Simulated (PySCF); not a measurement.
Simulated P 2p region for `CN=[PH3]`, binding energy against the vacuum level.

Every computed line was given a Gaussian of 0.4 eV full width at half maximum and an area set by the number of equivalent atoms (split 2:1 within a doublet); the highest printed point is 100. Method: delta-SCF UKS SCAN, pcX-2 on the ionised atom, pcseg-1 elsewhere, spin-free X2C (PySCF).

binding energy (eV), intensity and a bar:
```
    137.7          1 
    137.8          3 #
    137.9         12 ###
    138.0         34 ##########
    138.1         69 #####################
    138.2         99 ##############################
    138.3        100 ##############################
    138.4         72 #####################
    138.5         36 ###########
    138.6         13 ####
    138.7          5 #
    138.8          7 ##
    138.9         19 ######
    139.0         36 ###########
    139.1         50 ###############
    139.2         49 ###############
    139.3         34 ##########
    139.4         17 #####
    139.5          6 ##
    139.6          1 
    139.7          0
```

Task: How many maxima does the curve show, and how many computed lines lie under it?

Result: The curve has 2 maxima (at 138.3 and 139.1 eV). Under it lie 2 lines from 1 inequivalent phosphorus site, drawn as a 2p3/2, 2p1/2 pair.

Task: Decompose the envelope and assign each component. Numbering: `[CH3:1][N:2]=[PH3:3]`.

Result: 
| position (eV) | relative area | line | atoms | environment |
| --- | --- | --- | --- | --- |
| 138.25 | 0.67 | P 2p3/2 | P3 | phosphorus bonded to N and 3 H |
| 139.14 | 0.33 | P 2p1/2 | P3 | phosphorus bonded to N and 3 H |

The curve has no shake-up lines and no vibrational structure. Spin–orbit coupling isn't in the SCF: each 2p doublet comes from a relaxed spin-free hole plus a matrix of the shell (mean-field spin–orbit coupling and the ground-state 2p splitting), with 2p3/2 averaged over its two sublevels. 2p1/2 minus 2p3/2 (ligand field included): P 0.89 eV. Geometry: PBE0-D3(BJ)/def2-SVP; no solvent, vibrations or thermal averaging.
